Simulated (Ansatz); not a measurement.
Results of LDA in Ansatz (plane waves, PAW) for BaAg2GeS4 (I-42m, No. 121).

Numerical settings: plane-wave cutoff 520 eV, 8×8×8 k mesh, Fermi–Dirac smearing 0.01 eV, no spin polarisation, scalar-relativistic PAW data made under PBE.

Cell (measured lattice):

```yaml
crystal:
  lattice:
    - [-3.41400, 3.41400, 4.00850]
    - [3.41400, -3.41400, 4.00850]
    - [3.41400, 3.41400, -4.00850]
  atoms:
    - { symbol: Ge, position: [0.50000, 0.50000, 0.00000] }
    - { symbol: Ag, position: [0.75000, 0.25000, 0.50000] }
    - { symbol: Ag, position: [0.25000, 0.75000, 0.50000] }
    - { symbol: S, position: [0.53230, 0.53230, 0.37660] }
    - { symbol: S, position: [0.46770, 0.84430, 0.00000] }
    - { symbol: S, position: [0.15570, 0.15570, 0.62340] }
    - { symbol: S, position: [0.84430, 0.46770, 0.00000] }
    - { symbol: Ba, position: [0.00000, 0.00000, 0.00000] }
```

**Question.** Estimate the band gap, smallest direct gap on the k points sampled and Γ–Γ gap that the calculation returns.

**Answer.** 
* **band gap**: 0.37 eV
* **smallest direct gap on the k points sampled**: 1.08 eV
* **Γ–Γ gap**: 1.44 eV

Note: cell and atoms aren't relaxed at this level (pressure -3.2 GPa).

Spin–orbit coupling is not included.

The result took very roughly 2.0 core-minutes.

Ansatz is an electronic-structure program.
